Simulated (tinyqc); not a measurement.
Inside a calculation. Method: MP2 on RHF in the sto-3g basis, frozen core, for H2F+, spin multiplicity 1. One step of it, computed by the program tinyqc.

Task: Second-order Moller-Plesset energy. E2 = sum_ijab (ia|jb) [2 (ia|jb) - (ib|ja)] / (e_i + e_j - e_a - e_b) over occupied i, j and virtual a, b; the opposite-spin part is (ia|jb)^2 / denominator, the rest is same-spin, and SCS-MP2 scales them by 6/5 and 1/3.

orbital energies (hartree): [-26.510069, -1.921813, -1.039598, -0.953744, -0.950511, -0.144526, 0.034820]

Two-electron integrals over orbitals (pq|rs), unique and non-zero (hartree); the lowest 1 orbital is frozen and left out:
```
(22|22) 0.861162    (32|22) -0.000825   (32|32) 0.148235    (33|22) 0.731666
(33|32) -0.004130   (33|33) 0.693011    (42|22) -0.012317   (42|32) 0.002730
(42|33) -0.007066   (42|42) 0.166141    (43|22) 0.010441    (43|32) 0.008958
(43|33) 0.010406    (43|42) -0.009762   (43|43) 0.046791    (44|22) 0.821583
(44|32) -0.013257   (44|33) 0.687051    (44|42) -0.073731   (44|43) 0.010852
(44|44) 0.870149    (52|52) 0.185602    (53|52) -0.006336   (53|53) 0.036455
(54|52) -0.025331   (54|53) 0.001953    (54|54) 0.050682    (55|22) 0.886660
(55|32) -0.010225   (55|33) 0.721580    (55|42) -0.044877   (55|43) 0.012005
(55|44) 0.828404    (55|55) 0.997514    (62|22) -0.119537   (62|32) 0.014188
(62|33) -0.072179   (62|42) -0.048149   (62|43) -0.002777   (62|44) -0.088952
(62|55) -0.125388   (62|62) 0.059151    (63|22) 0.041999    (63|32) 0.024030
(63|33) 0.037057    (63|42) -0.008877   (63|43) 0.020352    (63|44) 0.030164
(63|55) 0.042958    (63|62) -0.012204   (63|63) 0.076542    (64|22) -0.157997
(64|32) -0.008078   (64|33) -0.089941   (64|42) 0.003905    (64|43) -0.007818
(64|44) -0.160494   (64|55) -0.160968   (64|62) 0.053078    (64|63) -0.031543
(64|64) 0.083732    (65|52) -0.044045   (65|53) 0.005377    (65|54) -0.011733
(65|65) 0.020032    (66|22) 0.509315    (66|32) -0.029452   (66|33) 0.504507
(66|42) 0.057069    (66|43) -0.024312   (66|44) 0.499854    (66|55) 0.494009
(66|62) -0.032546   (66|63) -0.040599   (66|64) -0.004262   (66|66) 0.542965
(72|22) -0.037171   (72|32) -0.074085   (72|33) -0.014753   (72|42) -0.001402
(72|43) 0.014416    (72|44) -0.030920   (72|55) -0.037404   (72|62) 0.003502
(72|63) 0.017445    (72|64) 0.014846    (72|66) -0.009145   (72|72) 0.062076
(73|22) -0.229160   (73|32) 0.020752    (73|33) -0.164254   (73|42) 0.043875
(73|43) -0.000514   (73|44) -0.209657   (73|55) -0.243049   (73|62) 0.060071
(73|63) -0.007009   (73|64) 0.087568    (73|66) -0.019835   (73|72) 0.021294
(73|73) 0.169364    (74|22) -0.007067   (74|32) 0.041350    (74|33) -0.002261
(74|42) -0.009685   (74|43) -0.007869   (74|44) -0.009649   (74|55) -0.007772
(74|62) 0.009036    (74|63) 0.040554    (74|64) -0.005454   (74|66) -0.026965
(74|72) -0.008599   (74|73) 0.016736    (74|74) 0.041340    (75|52) -0.012905
(75|53) -0.025209   (75|54) 0.000411    (75|65) 0.001082    (75|75) 0.020984
(76|22) -0.000446   (76|32) 0.076709    (76|33) 0.002750    (76|42) 0.005415
(76|43) 0.046313    (76|44) -0.013282   (76|55) -0.004860   (76|62) -0.000069
(76|63) 0.083501    (76|64) -0.021140   (76|66) -0.065925   (76|72) -0.000171
(76|73) 0.033602    (76|74) 0.047897    (76|76) 0.140363    (77|22) 0.590361
(77|32) 0.038996    (77|33) 0.586231    (77|42) 0.003043    (77|43) 0.020890
(77|44) 0.563487    (77|55) 0.579307    (77|62) -0.036108   (77|63) 0.053726
(77|64) -0.044622   (77|66) 0.475395    (77|72) -0.012858   (77|73) -0.059828
(77|74) 0.024024    (77|76) 0.061250    (77|77) 0.578207
```

Hartree-Fock energy = -98.78659757 hartree

Give: Terms; Pair energies; MP2 correlation energy; SCS-MP2 correlation energy; MP2 total energy.

Result:

Terms:
```
i  j  a  b  (ia|jb)  (ib|ja)  denominator       term
3  3  7  7   0.1694   0.1694      -2.1488    -0.0133
3  4  7  6   0.0876   0.0406      -1.8836    -0.0063
4  3  6  7   0.0876   0.0406      -1.8836    -0.0063
4  4  6  6   0.0837   0.0837      -1.6184    -0.0043
3  3  6  6   0.0765   0.0765      -1.7901    -0.0033
2  3  6  7   0.0601   0.0174      -2.8517    -0.0022
3  2  7  6   0.0601   0.0174      -2.8517    -0.0022
2  4  6  6   0.0531   0.0531      -2.5865    -0.0011
4  2  6  6   0.0531   0.0531      -2.5865    -0.0011
2  2  7  7   0.0621   0.0621      -3.9133    -0.0010
2  2  6  6   0.0592   0.0592      -3.5546    -0.0010
4  4  7  7   0.0413   0.0413      -1.9771    -0.0009
3  4  6  6  -0.0315  -0.0315      -1.7043    -0.0006
4  3  6  6  -0.0315  -0.0315      -1.7043    -0.0006
5  5  6  6   0.0200   0.0200      -1.6120  -2.49e-04
5  5  7  7   0.0210   0.0210      -1.9707  -2.23e-04
2  3  7  6   0.0174   0.0601      -2.8517   1.54e-04
3  2  6  7   0.0174   0.0601      -2.8517   1.54e-04
2  3  7  7   0.0213   0.0213      -3.0311  -1.50e-04
3  2  7  7   0.0213   0.0213      -3.0311  -1.50e-04
3  4  6  7   0.0406   0.0876      -1.8836   1.39e-04
4  3  7  6   0.0406   0.0876      -1.8836   1.39e-04
3  4  7  7   0.0167   0.0167      -2.0630  -1.36e-04
4  3  7  7   0.0167   0.0167      -2.0630  -1.36e-04
4  2  6  7   0.0148   0.0090      -2.7659  -1.11e-04
2  4  7  6   0.0148   0.0090      -2.7659  -1.11e-04
3  2  6  6  -0.0122  -0.0122      -2.6724  -5.57e-05
2  3  6  6  -0.0122  -0.0122      -2.6724  -5.57e-05
4  2  7  7  -0.0086  -0.0086      -2.9452  -2.51e-05
2  4  7  7  -0.0086  -0.0086      -2.9452  -2.51e-05
3  3  7  6  -0.0070  -0.0070      -1.9695  -2.49e-05
3  3  6  7  -0.0070  -0.0070      -1.9695  -2.49e-05
4  4  6  7  -0.0055  -0.0055      -1.7978  -1.65e-05
4  4  7  6  -0.0055  -0.0055      -1.7978  -1.65e-05
2  4  6  7   0.0090   0.0148      -2.7659  -1.05e-05
4  2  7  6   0.0090   0.0148      -2.7659  -1.05e-05
2  2  7  6   0.0035   0.0035      -3.7339  -3.28e-06
2  2  6  7   0.0035   0.0035      -3.7339  -3.28e-06
5  5  7  6   0.0011   0.0011      -1.7913  -6.53e-07
5  5  6  7   0.0011   0.0011      -1.7913  -6.53e-07
```

Pair energies (hartree; pair i-j sums ij and ji):
```
pair  opposite spin  same spin
2-2         -0.0020          0
3-2         -0.0032    -0.0013
3-3         -0.0167          0
4-2         -0.0024  -2.44e-05
4-3         -0.0113    -0.0023
4-4         -0.0052          0
5-5       -4.74e-04          0
```

MP2 correlation energy = -0.044925 hartree

SCS-MP2 correlation energy = -0.050750 hartree

MP2 total energy = -98.831522 hartree
